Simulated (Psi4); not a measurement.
**Exact exchange and the dipole moment of NOF (nitrosyl fluoride)**

NOF: 3 atoms, total charge 0, spin state singlet. As SMILES, `O=NF`. The coordinates come from a PBE0-D4/def2-TZVP relaxation.

The dipole moment y, in D, basis def2-TZVPP; a is the functional's share of exact exchange. Programs: Psi4 1.11.

```
functional  program     a  y (D)
       PBE     Psi4     0   1.26
    revPBE     Psi4     0   1.26
     B3LYP     Psi4   0.2   1.39
      PBE0     Psi4  0.25      ?
     BHLYP     Psi4   0.5   1.52
```

Problem. Fit y = c + s·a to the known rows and predict PBE0.

Solution. 
1. Means of the 4 rows: a = 0.1750, y = 1.357.
2. Σ(Δa)² = 0.1675, Σ(Δa·Δy) = 0.08775, so the slope is 0.08775/0.1675 = 0.52388.
3. Intercept: 1.357 − (0.52388) × 0.1750 = 1.265. The largest residual of the fit is 0.020.
4. PBE0: 1.265 + (0.52388) × 0.25 = 1.40 D.

The run gave 1.40 D, so the prediction is off by 0.00 D: they agree to the digits shown. More exact exchange makes the molecule more polar here. The measured value is 1.81 D (NIST CCCBDB; in doubt: newer work gives another value).
